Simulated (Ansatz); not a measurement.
**NO, doublet: vertical spin and charge gaps**

Geometry (PBE0/def2-TZVP stationary point for this spin):

| atom | x (Å) | y (Å) | z (Å) |
| --- | --- | --- | --- |
| N | 0.0000 | 0.0000 | 0.0000 |
| O | 0.0000 | 0.0000 | 1.1398 |

Basis cc-pVTZ; Ansatz 0.2.0. Only valence electrons are correlated (noble-gas cores frozen). R marks a restricted (for open shells ROHF) determinant, U an unrestricted one.

Gaps are energies of the second state less the first, at fixed atoms, for a selection of the levels run; each method lands on the state that its own search finds for that charge and spin.

Coupled cluster chose its determinant by trial CCSD, here up to 0.53 eV above the lowest Hartree–Fock solution of its kind, and MP2 stands on that determinant too.

Quartet less doublet: 6.465 eV at UCCSDT(Q).

```csv
level,gap (eV),error (meV)
UMP2,6.599,134
RCCSD,6.362,-103
UCCSD,6.352,-113
RCCSD(T),6.465,0
UCCSD(T),6.462,-3
BCCD(T),6.465,0
RCCSDT,6.453,-12
UCCSDT,6.451,-14
RCCSDT(Q),6.469,4
PBE,6.181,-284
r2SCAN,5.950,-515
PBE0,6.088,-377
B3LYP,6.229,-236
wB97M-V,6.430,-35
B2PLYP,6.386,-79
RPA-PBE,6.395,-70
```

Full CI isn't at hand for all of this; UCCSDT(Q) serves as the reference, and is uncertain by about the last step of the cluster series. The frozen core follows each run's orbitals, which can shift R against U totals by a few meV.
